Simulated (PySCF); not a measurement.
## Which method gave which barrier?

Saddle point of CH7BO, singlet (CH₄O ([CH3][OH]) + BH₃ → CH₅BO ([BH2][O][CH3]) + H₂; bonds formed: H2–H5; dative contacts that become bonds: B1–O6; bonds broken: B1–H2, H5–O6), PBE0-D4/def2-TZVP structure:

```xyz
10
angstrom
B -0.1795 -1.1998 0.0104
H 0.9348 -1.3936 -0.7167
H -1.0526 -1.0065 -0.7861
H -0.2403 -2.1165 0.7736
H 1.0389 -0.5682 -0.1249
O 0.3464 0.0940 0.7019
C -0.1200 1.3070 0.1411
H 0.3848 2.1314 0.6461
H 0.0872 1.3618 -0.9338
H -1.1999 1.3907 0.2882
```

Computed with PySCF 2.14 with density fitting (its default auxiliary sets; JK sets also for MP2 and CCSD(T)) (basis: def2-TZVPP, with def2-QZVPP for the basis limit); correlated methods freeze the cores. Extrapolation: Hartree–Fock as exp(−7.88 √X), correlation as X^−2.97. Four methods, as single points on the PBE0-D4 structures, gave these electronic barriers from the start structure: 19.51, 23.00, 26.84, 36.61 kcal/mol.

(1) The methods were, in alphabetical order, CCSD(T), HF, PBE-D4, PBE0-D4. Which gave which? (A judgement: the text doesn't fix the answer.)

T1 diagnostic: at most 0.014. The end structure is not quite a true minimum (one mode of 41i cm⁻¹).

Results:

(1) By the calculation: PBE-D4 19.51; PBE0-D4 23.00; CCSD(T) 26.84; HF 36.61 kcal/mol. For comparison, CCSD(T) at an estimated basis limit (MP2 extrapolated from triple and quadruple zeta, plus CCSD(T) − MP2 in triple zeta) gives 26.17 kcal/mol.

The step is the kind of ligand exchange by which a precursor binds to a hydroxyl group, or is hydrolysed, in atomic layer deposition of oxides.

Labels in which every atom is bracketed show which atoms are joined, not bond orders.

For scale, one of the runs: CCSD(T)/def2-TZVPP, 191 basis functions, launched by `OMP_NUM_THREADS=4 python run.py`. Hardware: 4 CPU threads of an Intel Xeon, shared host. Wall time 5.9 min; peak host memory 2 GiB.
